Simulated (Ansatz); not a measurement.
Worked example: correlation energy of [CH3···H···H], doublet

Geometry: a point of a hydrogen-transfer path between rigid fragments, not a stationary point.

```xyz
6

C    -0.1502    0.0000    0.0000
H    -0.5134    1.0273    0.0000
H    -0.5134   -0.5137    0.8897
H    -0.5134   -0.5137   -0.8897
H     1.1508    0.0000    0.0000
H     2.1788    0.0000    0.0000
```

Basis cc-pVDZ; Ansatz 0.2.0. Only valence electrons are correlated (noble-gas cores frozen), which leaves 9 electrons in 38 orbitals. R marks a restricted (for open shells ROHF) determinant, U an unrestricted one.

Full CI isn't at hand for all of this; UCCSDT(Q) serves as the reference, and is uncertain by about the last step of the cluster series.

Runs differ by some tens of microhartree through their thresholds and, for an open shell, their frozen cores, so steps under 0.03 kcal/mol mean nothing.

```
    level  total energy (hartree)
      UHF              -40.661299
     UMP2              -40.829325
    UCCSD              -40.857939
 UCCSD(T)              -40.862294
   UCCSDT              -40.862855
UCCSDT(Q)              -40.863038
```

Question: What is the correlation energy at UCCSDT(Q), and what share of it do UMP2 and UCCSDT recover?

Answer: E(corr) = -40.863038 − (-40.661299) = -0.201739 hartree = -5.490 eV. UMP2: -0.168026 / -0.201739 = 83.29 %. UCCSDT: -0.201556 / -0.201739 = 99.91 %.

Question: By how many kcal/mol does UCCSD(T) miss UCCSDT(Q) (1 hartree = 627.509 kcal/mol), and which steps make up the rest?

Answer: -40.862294 − (-40.863038) = 0.000744 hartree = 0.47 kcal/mol. Steps: UCCSDT − UCCSD(T) = -0.35, UCCSDT(Q) − UCCSDT = -0.11 kcal/mol. That is within 1 kcal/mol of the reference in this basis, which itself misses far more of the correlation at the basis-set limit.
